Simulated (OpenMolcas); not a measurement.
**SiCl2 (SMILES Cl[Si]Cl): methods side by side**

SiCl2 has 3 atoms, charge 0, and is taken as a singlet. As SMILES, `Cl[Si]Cl`. Geometry: relaxed at PBE0-D4/def2-TZVP.

```xyz
3

Cl    0.2938    1.6038    0.3380
Si   -0.7701   -0.0104   -0.4220
Cl    0.4763   -1.5934    0.0840
```

Each level gives the HOMO–LUMO gap (eV). The values are calculated.

```json
{"level": "HF/cc-pVTZ", "kind": "Hartree–Fock", "program": "OpenMolcas", "value (eV)": "10.51", "CPU time": "16 s"}
{"level": "BLYP/cc-pVTZ", "kind": "GGA", "program": "OpenMolcas", "value (eV)": "3.04", "CPU time": "28 s"}
{"level": "revPBE/cc-pVTZ", "kind": "GGA", "program": "OpenMolcas", "value (eV)": "3.03", "CPU time": "28 s"}
{"level": "TPSS/cc-pVTZ", "kind": "meta-GGA", "program": "OpenMolcas", "value (eV)": "3.15", "CPU time": "33 s"}
{"level": "BHLYP/cc-pVTZ", "kind": "global hybrid", "program": "OpenMolcas", "value (eV)": "6.79", "CPU time": "24 s"}
{"level": "M06-2X/cc-pVTZ", "kind": "hybrid meta-GGA", "program": "OpenMolcas", "value (eV)": "6.76", "CPU time": "31 s"}
{"level": "PBE0/cc-pVTZ", "kind": "global hybrid", "program": "OpenMolcas", "value (eV)": "4.88", "CPU time": "26 s"}
{"level": "B2PLYP/cc-pVTZ", "kind": "double hybrid", "program": "OpenMolcas", "value (eV)": "7.00", "CPU time": "21 s"}
```

The values span 3.03 to 10.51 eV. Orbital gaps aren't excitation energies, and those of double hybrids come from the SCF part alone; they tend to grow with the share of exact exchange. CPU times are rough (shared hosts, several kinds of processor): they show what a rung costs within a factor of a few.
